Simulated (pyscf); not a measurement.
Structures and frequencies: ωB97X-D3(BJ)/def2-SVP in PySCF.

Question: Estimate by transition-state theory the rate constant of `[CH3][SiH2][Cl]` + `[H]` [doublet] → `[CH3]` [doublet] + `[SiH3][Cl]` (doublet surface; C–Si broken, H–Si formed) at 600 K, with ωB97M-D3(BJ)/def2-TZVP energies (ideal gas, 1 atm, RRHO with modes under 100 cm⁻¹ raised to 100, one conformer, R ln 2 for chiral ones without a mode under 150 cm⁻¹; no tunnelling).

Answer: The electronic barrier is 15.3 kcal/mol and the thermal terms add +13.9, so ΔG‡ = 29.2 kcal/mol. With k_BT/h = 1.25e+13 s⁻¹ and RT = 1.192 kcal/mol, and a volume of 8.18e-20 cm³ per molecule at 1 atm, k = 2.4e-17 cm³ molecule⁻¹ s⁻¹. Wigner's tunnelling factor for 523i cm⁻¹ would be 1.07. A shift of 1 kcal/mol in the barrier changes k by a factor 2.3. The same reactants have a lower exit, to H₃C–SiH•–Cl + H₂ (barrier +4.8 kcal/mol at ωB97M-D3(BJ)/def2-TZVP, against +15.3 kcal/mol here). One saddle was located; it need not be the lowest between these sides. The angle at the attacked Si is 163°.
